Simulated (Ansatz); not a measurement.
# B2HSi: the cost of one run

Computed with Ansatz 0.2.0, Gaussian basis. Level: def2-TZVPP, core rule «outside noble gas», up to 7 orbitals frozen.

Plan: UHF; ROHF; CCSD(T) on UHF.

**1. The system**

The geometry is a PBE0/def2-TZVP stationary point (not a proven minimum).

4 atoms, charge 0, spin multiplicity 4.

Atoms are counted from 1 here; the program's logs count them from 0.

Bond lengths: B1–B2 1.579 Å, B2–Si3 1.996 Å, B2–H4 1.210 Å. Angles: B1–B2–Si3 136.4°, B1–B2–H4 115.9°, Si3–B2–H4 107.7°.

**2. UHF**

File in.yaml:

```yaml
crystal:
  periodic: [false, false, false]
  atoms:
    - {symbol: B, position_ang: [0.000000, -0.380732, 2.150191]}
    - {symbol: B, position_ang: [0.000000, 0.405618, 0.780388]}
    - {symbol: Si, position_ang: [0.000000, -0.067455, -1.159082]}
    - {symbol: H, position_ang: [0.000000, 1.612658, 0.864045]}
basis:
  gaussian: {orbitals: def2-TZVPP}
magnetization: {spin_polarized: true, initial_magnetization: 3}
hamiltonian: {xc: hf}
output: {orbitals: {seedname: orbitals}}
```

Started as:

```bash
ansatz run in.yaml --threads 1 --pin off --events-out ev --progress --plain --max-ram 4096MiB --backend cpu
```

Q: Estimate wall time and peak memory on 1 thread of AMD EPYC 7R13, shared host.

About 11 s, with a peak of 0.26 GiB.
